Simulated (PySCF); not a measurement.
System (SMILES): [SiH4] (SiH4).
Geometry (B3LYP-D3(BJ)/def2-TZVP, fixed):
```xyz
5

Si     0.0000     0.0000     0.0000
H      0.8756     0.8547     0.8331
H     -0.8222    -0.8655     0.8753
H     -0.8862     0.8545    -0.8220
H      0.8328    -0.8437    -0.8864
```
Charge 0, spin multiplicity 1.

Basis-set convergence of the isotropic shielding of Si1 at PBE0 with PySCF. GIAO, no density fitting; atoms are numbered in the order shown. All functions are spherical. No added dispersion term, no relativity. Reference: the value in pcSseg-3, 445.90 ppm, itself unsure by roughly 2.28 ppm (its mean distance from cc-pCVQZ, pcseg-3, pcSseg-2).

| basis | functions | isotropic shielding of Si1 (ppm) |
|---|---|---|
| 6-31G | 21 | (withheld) |
| 6-31G* | 26 | 484.84 |
| 6-31G** | 38 | 489.12 |
| cc-pV(D+d)Z | 43 | (withheld) |
| def2-TZVP | 61 | 441.02 |
| 6-311++G(2d,2p) | 75 | 450.56 |
| def2-TZVPPD | 116 | (withheld) |
| aug-cc-pV(T+d)Z | 147 | 456.01 |
| def2-QZVPP | 190 | (withheld) |

Task: What belongs in the gaps?

Result: 
- 6-31G, isotropic shielding of Si1 (ppm): 526.21
- cc-pV(D+d)Z, isotropic shielding of Si1 (ppm): 491.10
- def2-TZVPPD, isotropic shielding of Si1 (ppm): 439.79
- def2-QZVPP, isotropic shielding of Si1 (ppm): 443.50
